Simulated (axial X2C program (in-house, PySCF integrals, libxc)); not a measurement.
**Worked dissociation energy of SiO⁻: CCSD(T), two-component**

All values were computed with an axial X2C code built on PySCF integrals. Two-component (2c) means X2C with spin–orbit coupling and atomic mean-field two-electron Coulomb and Gaunt terms. Basis: Si dyall-av3z [9s8p3d2f], O dyall-av3z [7s6p3d2f] (cores contracted in-house); Gaussian nuclei, density fitting, unrestricted open shells. Masses: Si 27.977 u, O 15.995 u.

Molecular state: Ω = 1/2 (⟨Sz⟩ = -0.50, ⟨Lz⟩ = 1.00 at HF).

Correlated methods: 11 electrons correlated (number of frozen shells: Si 2 s, 1 p; O 1 s), 199 virtual spin orbitals or spinors in MP2, 90 natural virtuals in coupled cluster.

- E(Si-) (2M_J = 3): -289.554862 hartree
- E(O) (2M_J = 4): -75.037191 hartree
- E(SiO⁻) at Re: -364.834105 hartree
- ωe: 1050.6 cm⁻¹
- ωexe: 5.7 cm⁻¹

Problem. Work out De and D0.

Solution. De = -289.554862 + (-75.037191) − (-364.834105) = 0.24205 hartree = 6.587 eV. The zero-point energy is ωe/2 − ωexe/4 = 524 cm⁻¹ = 0.065 eV, so D0 = 6.522 eV.

The state is one determinant whose occupation by symmetry is held fixed; it was picked as the lowest of a PBE0 search that is not exhaustive. De is counted from the lowest determinant-based energies of the atoms at the same level, without counterpoise correction. CCSD and (T) use frozen natural virtuals with an MP2 correction for the truncation; (T) itself is uncorrected, so its De runs slightly low. The highest occupied level is positive at some bond lengths even in Hartree–Fock (under at least one Hamiltonian), so the basis set holds the extra electron there; where that holds at Re the anion is at best weakly bound and its constants depend on the basis.

Each atomic determinant is the lowest at this level and need not be a pure J level. Totals compare only within one Hamiltonian and basis.
